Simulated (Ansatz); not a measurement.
A made-up structure of MgB2H4, closed shell:

B1  (-2.204, 0.067, -1.320)
Mg2  (0.001, -0.005, -0.002)
B3  (2.204, -0.068, 1.320)
H4  (-2.688, -0.971, -2.034)
H5  (-3.008, 1.148, -1.377)
H6  (2.683, 0.975, 2.029)
H7  (3.012, -1.146, 1.385)
(Å)

It is relaxed with PBE-D4/def2-SVP and then PBE0-D4/def2-TZVP (Ansatz 0.2.0). Atoms count as bonded within 1.22 times the sum of their covalent radii (H–H: 0.88 Å). The end point is not checked to be a true minimum.

Task: Does its bonding change? (Judge from chemistry; the calculation decides.)

Result: The calculation gives: No: no bond forms or breaks.

Where it ends: The first stage lowers the energy by 0.87 eV in 6 steps. It ends as MgB₂H₄ ([BH2][Mg][BH2]):
| atom | x (Å) | y (Å) | z (Å) |
| --- | --- | --- | --- |
| B1 | -1.9675 | 0.0599 | -1.1787 |
| Mg2 | 0.0004 | -0.0010 | -0.0007 |
| B3 | 1.9676 | -0.0603 | 1.1786 |
| H4 | -2.3977 | -0.8680 | -1.8152 |
| H5 | -2.6880 | 1.0240 | -1.2309 |
| H6 | 2.3977 | 0.8698 | 1.8120 |
| H7 | 2.6875 | -1.0245 | 1.2349 |

Labels in which every atom is bracketed show which atoms are joined, not bond orders.

For scale, one of the runs: PBE0-D4/def2-TZVP relaxation, 118 basis functions, launched by `ansatz run in.yaml --threads 2 --pin off --events-out ev --progress --plain --max-ram 4352MiB`. The run took about 8 s on 2 CPU threads of an Arm Neoverse V2 (shared host).
